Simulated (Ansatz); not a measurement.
Geometry optimisation, RKS PBE-D4/6-31G* in Ansatz.

input.yaml

```yaml
crystal:
  periodic: [false, false, false]
  atoms:
    - { symbol: B, position_ang: [0.0, 0.0, 0.0] }
    - { symbol: Cl, position_ang: [0.0, 0.0, 2.21] }
    - { symbol: H, position_ang: [1.0305, 0.0, -0.595] }
    - { symbol: H, position_ang: [-1.0305, 0.0, -0.595] }
    - { symbol: S, position_ang: [0.0915, -2.0763, 0.6906] }
    - { symbol: H, position_ang: [-0.666, -2.8867, -0.1635] }
    - { symbol: H, position_ang: [0.0567, -1.2859, 1.8263] }
basis:
  gaussian: { orbitals: "6-31G*" }
hamiltonian:
  xc: pbe
  dispersion: d4
relax:
  f_tol: 0.15
  max_steps: 25
  restrain:
    - { distance: [0, 4], at: 1.89, k: 30.0 }
    - { distance: [6, 1], at: 1.37, k: 30.0 }
    - { distance: [0, 1], at: 3.06, k: 30.0 }
    - { distance: [6, 4], at: 2.6, k: 30.0 }
```

Run as:

```bash
$ ansatz run input.yaml --threads 1 --pin off --max-ram 2048MiB --backend cpu --events-out ev --progress --plain --runs-dir out
```

Q: Where does it end, and by what steps?

A: The run converged. The restraints hold the end off the free minimum; the threshold counts their pulls, which the force column leaves out. Restrained pairs: B1–S5 (2.19 → 1.86 Å), Cl2–H7 (1.34 → 1.34 Å), B1–Cl2 (2.21 → 3.06 Å), S5–H7 (1.38 → 2.60 Å). After 9 steps the energy has fallen by 2.941 eV (the restraints' own energy left out); S5 moved furthest, 0.83 Å.

```csv
step,energy less start (eV),largest force component (eV/Å),accepted
0,0.0000,5.888,yes
1,-1.2821,3.420,yes
2,-1.8415,3.449,yes
3,-2.5485,2.130,yes
4,-2.8399,1.166,yes
5,-2.8860,1.095,yes
6,-2.9167,1.140,yes
7,-2.9414,0.972,yes
8,-2.9298,0.928,no
9,-2.9409,0.979,yes
```

```xyz
7
Properties=species:S:1:pos:R:3
B 0.054 -0.484 -0.364
Cl -0.228 0.171 2.613
H 1.071 0.144 -0.430
H -1.045 -0.034 -0.520
S 0.349 -2.296 -0.071
H -0.943 -2.728 -0.046
H 0.224 -1.021 2.190
```

Time of the run: 15 s on 1 thread of Intel(R) Xeon(R) 6975P-C (Granite Rapids), on a shared host, peak memory 0.14 GiB.
